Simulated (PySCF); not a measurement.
An unknown shows these calculated signals:

1H NMR (500 MHz, computed): δ 6.31 (m, 1H), 6.06 (d, 1H), 5.44 (m, 1H), 5.42 (m, 1H).

13C{1H} NMR (computed): δ 147.7 (CH), 122.0 (CH2), 86.9 (CH).

- σ from GIAO-PBE0/pcSseg-1
- coordinates at the GFN2-xTB level
- code: PySCF 2.14
- equivalent nuclei averaged, one computed conformer, no relativistic terms, no solvent

Chemical shifts δ = σref − σ; TMS for 1H (31.72 ppm) and 13C (186.93 ppm), all at this level.

Question: Which of these does the molecule contain: a vinyl group CH=CH2, an N-methyl group, a tert-butyl group, an aldehyde, a non-aromatic C=C double bond?

Answer: 
- A vinyl group CH=CH2: yes (δC 122.0, 147.7; δH 5.42 (m), 5.44 (m), 6.31 (m)).
- An N-methyl group: no.
- A tert-butyl group: no.
- An aldehyde: no.
- A non-aromatic C=C double bond: yes.

The data belong to SMILES C=CC(Cl)Cl, C3H4Cl2; they needn't prove each group on their own.

Carbon signals by region: 2 in the sp2 and nitrile region (100–160 ppm), 1 at 50–100 ppm.

Carbons that carry Cl, above all several Cl atoms, come out too deshielded, partly because spin–orbit coupling is missing. Shifts are as computed. Against solution values, carbons near 30 ppm lie about +3 ppm off and those near 130 ppm about +5 ppm; carbons on Cl a further +6 ppm. Of 1211 compounds with measured shifts, 218 miss one by over three times the rms of a fit or turn the order of signals round; such compounds aren't used in these exercises. No couplings were computed; multiplicities are counted from neighbouring protons, with m where these are inequivalent, close in shift, in a saturated or five-membered ring or joined by F or P, and br s for small geminal =CH2 splittings.
